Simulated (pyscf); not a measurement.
Optimised with ωB97X-D3(BJ)/def2-SVP in PySCF.

**Question.** For the elementary gas-phase step HO–SiH•–OH + hydrogen (H₂) → HO–SiH₂–OH + H atom (H•) (doublet surface; H–H broken, H–Si formed), what barrier and reaction energy does ωB97M-D3(BJ)/def2-TZVP give, measured from the separated reactants?

**Answer.** ΔE‡ = 14.8 kcal/mol, ΔE = +7.6 kcal/mol. Zero-point energy shifts the barrier by -1.4 kcal/mol. It is a hydrogen abstraction, with an imaginary mode of 1087i cm⁻¹. This is the saddle that the search found; another between the same sides may lie lower. The angle at the transferred H is 177°.
